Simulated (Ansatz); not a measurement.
Results of Hartree–Fock (plane waves, PAW; Ansatz, a program for electronic structure) for antiferromagnetic (type II) rock-salt NiO.

Run with plane-wave cutoff 460 eV, 10×10×10 k mesh, Fermi–Dirac smearing 0.01 eV, spin-polarised with opposed moments, scalar-relativistic PAW data made under PBE.

Cell (measured lattice):

```
NiO
1.0
    4.17000     2.08500     2.08500
    2.08500     4.17000     2.08500
    2.08500     2.08500     4.17000
Ni O
2 2
Direct
  0.00000   0.00000   0.00000
  0.50000   0.50000   0.50000
  0.25000   0.25000   0.25000
  0.75000   0.75000   0.75000
```
Starting moments (μB, in the order of the record's atoms Ni Ni O O): 2.0 -2.0 0.0 0.0.

Q: Give the computed band gap, smallest direct gap on the k points sampled and magnetic moment (largest site, within a sphere).

A: 
- band gap = 14.27 eV (indirect)
- smallest direct gap on the k points sampled = 14.93 eV
- magnetic moment (largest site, within a sphere) = 1.87 μB

Note: cell and atoms aren't relaxed at this level (pressure 13.5 GPa).

Moments are spin moments.

Computed values are for the static lattice.
